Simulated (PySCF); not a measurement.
Gas-phase reaction: 2 AlH₂Cl + N → Al + AlCl₂NH₂ + 2 H

Energies from PySCF, thermal terms from the rigid-rotor harmonic-oscillator model, ideal gas at 1 bar. † marks an energy on the PBE0/def2-TZVP geometry and frequencies; other levels use their own. MP2 freezes the core. 6-31G* has spherical d functions here. Open shells (unrestricted): N (multiplicity 4), Al (multiplicity 2, electronic degeneracy 6), H (multiplicity 2); the rest are closed-shell singlets. Spin-orbit splitting is ignored; it lowers the true energy and changes the entropy of Al. AlH₂Cl, AlCl₂NH₂: computed as isolated molecules; such fragments, hydroxides, amides, oligomers or adducts are transient or little studied in the gas. MP2 isn't extrapolated to the basis-set limit; its ΔH°(298 K) is 46.3 kJ in def2-SVP and 17.3 kJ in def2-TZVPP. The harmonic model lacks anharmonicity and excited electronic states, which grow with temperature; levels with a mode under 35 cm⁻¹ are left out.

| level | ΔE electronic, kJ | ΔH°(298 K), kJ | ΔS°(298 K), J/K | ΔG°(1200 K), kJ |
|---|---|---|---|---|
| BLYP/def2-TZVP† | 17 | 25 | 57 | -58 |
| HF/6-31G* | 193 | 201 | 56 | 120 |
| HF/def2-TZVP† | 167 | 175 | 57 | 92 |
| M06-2X/def2-TZVP† | 16 | 23 | 57 | -60 |
| MP2/def2-SVP† | 39 | 46 | 57 | -37 |
| MP2/def2-TZVPP† | 10 | 17 | 57 | -66 |
| PBE0/def2-SVP† | 17 | 25 | 57 | -58 |
| LDA/def2-TZVP† | -53 | -46 | 57 | -129 |
| ωB97M-V/def2-TZVP† | 35 | 43 | 57 | -40 |
ΔH° is lowest at LDA/def2-TZVP† and highest at HF/6-31G*. No reference value is set beside these.
